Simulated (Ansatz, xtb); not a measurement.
## Relative energy of two isomers of CH6NO+

Structure X: `C[NH2+]O`, a singlet. Structure Y: `CO[NH3+]`, a singlet. Both are isolated ions in the gas phase, relaxed with PBE0-D3(BJ)/def2-SVP; the shapes shown needn't be the lowest conformers.

X (Å):

```xyz
9

C    -0.1842    2.2258    0.6784
N    -0.0413    0.7803    0.9769
O     0.1001    0.6312    2.3409
H    -0.2968    2.3401   -0.4077
H    -1.0710    2.5916    1.2091
H     0.7185    2.7333    1.0385
H     0.7821    0.4019    0.4792
H    -0.8740    0.2707    0.6366
H     0.1940   -0.3182    2.5353
```

Y (Å):

```json
{"atom": "C", "x (Å)": "0.2059", "y (Å)": "2.3780", "z (Å)": "0.7262"}
{"atom": "N", "x (Å)": "-0.2934", "y (Å)": "0.1954", "z (Å)": "1.3573"}
{"atom": "O", "x (Å)": "0.4178", "y (Å)": "0.9835", "z (Å)": "0.4861"}
{"atom": "H", "x (Å)": "0.8254", "y (Å)": "2.8746", "z (Å)": "-0.0296"}
{"atom": "H", "x (Å)": "-0.8514", "y (Å)": "2.6495", "z (Å)": "0.5722"}
{"atom": "H", "x (Å)": "0.5535", "y (Å)": "2.6633", "z (Å)": "1.7328"}
{"atom": "H", "x (Å)": "-0.0787", "y (Å)": "-0.7829", "z (Å)": "1.1073"}
{"atom": "H", "x (Å)": "-1.3180", "y (Å)": "0.3352", "z (Å)": "1.2731"}
{"atom": "H", "x (Å)": "-0.0169", "y (Å)": "0.3467", "z (Å)": "2.3457"}
```

Which of the two would you expect CCSD(T)/def2-TZVP electronic energies to favour?

Structure X; the calculation gives E(Y) − E(X) = +0.358 eV.

Level by level:

```json
{"level": "GFN2-xTB", "geometry": "GFN2-xTB", "E(Y) − E(X) (eV)": "+0.271", "departure from the last row (eV)": "−0.087", "job, with rough time for the two": "optimisation, 0.23 s"}
{"level": "HF/STO-3G", "geometry": "GFN2-xTB", "E(Y) − E(X) (eV)": "−0.147", "departure from the last row (eV)": "−0.505", "job, with rough time for the two": "single point, 0.72 s"}
{"level": "r2SCAN-D4/def2-SVP", "geometry": "GFN2-xTB", "E(Y) − E(X) (eV)": "+0.310", "departure from the last row (eV)": "−0.048", "job, with rough time for the two": "single point, 5 s"}
{"level": "PBE0-D3(BJ)/def2-SVP", "geometry": "PBE0-D3(BJ)/def2-SVP", "E(Y) − E(X) (eV)": "+0.354", "departure from the last row (eV)": "−0.004", "job, with rough time for the two": "optimisation, 40 s"}
{"level": "HF/def2-TZVP", "geometry": "PBE0-D3(BJ)/def2-SVP", "E(Y) − E(X) (eV)": "+0.339", "departure from the last row (eV)": "−0.019", "job, with rough time for the two": "part of the CCSD(T) run"}
{"level": "MP2/def2-TZVP", "geometry": "PBE0-D3(BJ)/def2-SVP", "E(Y) − E(X) (eV)": "+0.384", "departure from the last row (eV)": "+0.026", "job, with rough time for the two": "part of the CCSD(T) run"}
{"level": "CCSD(T)/def2-TZVP", "geometry": "PBE0-D3(BJ)/def2-SVP", "E(Y) − E(X) (eV)": "+0.358", "departure from the last row (eV)": "", "job, with rough time for the two": "single point, 58 s"}
```

As drawn, Y has 1 C–O, 1 N–H in place of 1 C–N, 1 O–H.

HF/STO-3G puts the two in the other order. The largest departure from CCSD(T)/def2-TZVP is that of HF/STO-3G, 0.505 eV.

With harmonic frequencies from PBE0-D3(BJ)/def2-SVP (ideal gas, rigid rotor, one conformer each, 298.15 K, 1 atm): on the last row, ΔE + ΔZPE = +0.339, ΔH = +0.344, ΔG = +0.334 eV.

The correlated steps freeze 3 core orbitals. Programs: Ansatz 0.2.0, xtb 6.7.1; the last row on 1 thread of Intel(R) Xeon(R) Processor @ 2.50GHz (Skylake/Cascade Lake) on a shared host.
